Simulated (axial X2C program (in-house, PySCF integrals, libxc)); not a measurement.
**AlO⁺: properties at the nuclei**

Aim: properties at the nuclei of AlO⁺, with spin–orbit coupling in the Hamiltonian from the start.

Computed with an in-house X2C program for linear molecules on PySCF integrals. Level: two-component X2C with atomic mean-field terms, Al dyall-av3z, O dyall-av3z.

All values are calculated.

## (1) Set-up

task.json

```json
{"zs": [13, 8], "q": 1, "bas": ["dyall-av3z", "dyall-av3z"], "r0": 1.7, "levels": ["PBE0", "HF", "B3LYP"], "nst": 1, "ff": 1, "thr": -3.5, "nmax": 130, "opt": {"ecut": 60}}
```

Keys: zs atomic numbers; q charge; bas basis sets; r0 starting distance in Å; levels methods (HF also brings MP2); nst determinants followed; ff finite-field run; thr threshold in hartree for freezing inner shells (an s shell follows its p shell); nmax most natural virtual spinors; ecut virtual cutoff in hartree.

Launch:

```sh
> python soeom.py task.json out
```

Further steps of the session: Expectation values, lowest determinant; Finite-field coupled cluster.

Before running it: what results should come out? Wanted: lowest determinant; Eeff magnitude; Ws magnitude Al; A∥/gI Al; qzz Al (for each run or level that gives them).

The runs gave:

| quantity | value |
| --- | --- |
| lowest determinant | Ω = 2 (excess of +ω over −ω: ω = 1/2, ω = 3/2) |
| Eeff magnitude (GV/cm), PBE0 | 0.211 |
| Ws magnitude Al (kHz), PBE0 | 0.0382 |
| A∥/gI Al (MHz), PBE0 | 356 |
| qzz Al (a.u.), PBE0 | -0.99 |
| Eeff magnitude (GV/cm), CCSD(T) | 0.216 |
| Ws magnitude Al (kHz), CCSD(T) | 0.0387 |
| A∥/gI Al (MHz), CCSD(T) | 373 |
| qzz Al (a.u.), CCSD(T) | -1.03 |

What this shows: In the first state, the effective field runs from 0.211 to 0.243 GV/cm over the mean-field levels. The expectation values come from single determinants, which for open shells can mix terms of unlike spin or miss the lowest Ω, so a determinant need not be a state. Eeff is the effective electric field on the electron dipole moment in this Ω state and Ws the scalar–pseudoscalar constant (defined with the proton number Z and per Ω); A∥ is the parallel hyperfine constant, which follows by multiplying with the nuclear g factor gI = μI/(I μN); qzz is the electric field gradient, eQq0 = 234.96 MHz × Q/barn × qzz. The operators were transformed with the bare-nucleus X2C matrices. Correlation of the inner shells is missing, which matters for properties at the nucleus.
